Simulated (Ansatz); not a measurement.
# CHB (singlet): the correlation ladder at distance B1–C2 = 1.995 Å, 6-31G

One table from this session's results is given with a row withheld; the runs are named, their logs left out.

Program: Ansatz 0.2.0, Gaussian basis. Level of theory: 6-31G, core rule «outside noble gas», up to 2 orbitals frozen. These are calculated values, not measurements.

Plan: UHF; CCSD(T) on RHF; CCSD(T) on UHF; BCCD(T) on RHF; CISD; CCSDT(Q) on RHF; CCSDT(Q) on UHF; CISDTQ; CCSDTQ on RHF; CCSDTQ on UHF; CASSCF and MRCISD+Q, 2 electrons in 2 orbitals; CASSCF and NEVPT2, 2 electrons in 2 orbitals; CASSCF and MRCISD+Q, 8 electrons in 9 orbitals; CASSCF and NEVPT2, 8 electrons in 9 orbitals; Full CI.

41 further runs of the same task are left out: 13 for a known fault of the program, 20 that didn't finish, 8 set aside as unsound or not needed.

## The geometry

The geometry derives from a PBE0/def2-TZVP stationary point (not a proven minimum). One bond is set to the value named and the two fragments are kept rigid.

3 atoms, charge 0, spin multiplicity 1.

Atoms are counted from 1 here; the program's logs count them from 0.

Bond lengths: B1–H3 1.177 Å.

The first run:

The input, in.yaml:

```yaml
crystal:
  periodic: [false, false, false]
  atoms:
    - {symbol: B, position_ang: [0.000000, 0.000000, 0.272621]}
    - {symbol: C, position_ang: [0.000000, 0.000000, -1.722379]}
    - {symbol: H, position_ang: [0.000000, 0.000000, 1.449757]}
basis:
  gaussian: {orbitals: 6-31G}
magnetization: {spin_polarized: true, initial_magnetization: 0}
hamiltonian: {xc: hf}
output: {orbitals: {seedname: orbitals}}
```

Command:

```bash
$ ansatz run in.yaml --threads 1 --pin off --events-out ev --progress --plain --max-ram 2393MiB
```

Steps of the session up to this table: UHF; CCSD(T) on RHF; CCSD(T) on UHF; BCCD(T) on RHF; CISD; CCSDT(Q) on RHF; CCSDT(Q) on UHF; CISDTQ; CCSDTQ on RHF; CCSDTQ on UHF; CASSCF and MRCISD+Q, 2 electrons in 2 orbitals; CASSCF and NEVPT2, 2 electrons in 2 orbitals; CASSCF and MRCISD+Q, 8 electrons in 9 orbitals; CASSCF and NEVPT2, 8 electrons in 9 orbitals; Full CI.

One of the session's tables, all rows but one given; the rest of the session is left out.

```
          method  from FCI (meV)
             RHF         +5039.8
            RMP2         +1494.9
            CISD          +845.1
           RCCSD          +396.6
        RCCSD(T)          +104.1
         BCCD(T)          +143.9
          RCCSDT          +100.7
          CISDTQ           +87.2
       RCCSDT(Q)           +43.5
         RCCSDTQ           +11.2
  CASSCF valence         +1026.1
  NEVPT2 valence               ?
  MRCISD valence           +26.3
MRCISD+Q valence            +5.3
             FCI               0
```

Estimate the missing values for NEVPT2 valence.

The run gave: from FCI (meV): +292.3. In the column «from FCI (meV)» it lies between BCCD(T) (+143.9) and RCCSD (+396.6).

Among the levels timed on like hardware and quicker than the yardstick, those that no quicker one beats, quickest first: CISD (0.39 s, +845.1 meV); RCCSD(T) (0.67 s, +104.1 meV); RCCSDT(Q) (1.4 s, +43.5 meV); MRCISD+Q valence (8.5 s, +5.3 meV).

Left out of the table: CASSCF pair, NEVPT2 pair, MRCISD pair, MRCISD+Q pair (the active space lost an orbital or holds another state than full CI finds).

To keep in mind: The report flags that the cluster equations may have other roots. The yardstick is full CI for this spin, exact in this basis with these frozen cores. Left out of the table: UHF, UMP2, UCCSD, UCCSD(T), UCCSDT, UCCSDT(Q), UCCSDTQ (another determinant or state than the rows shown). The program flags RCCSDTQ as in doubt, so those rows may rest on another solution; read them beside their warnings. With 2.2 effectively unpaired electrons against 0 the state is strongly multireference. Of the multireference levels listed MRCISD+Q valence comes nearest in total energy (+5.3 meV), which doesn't show that its space is the better one. Warnings in the runs' records: large difference, other roots.
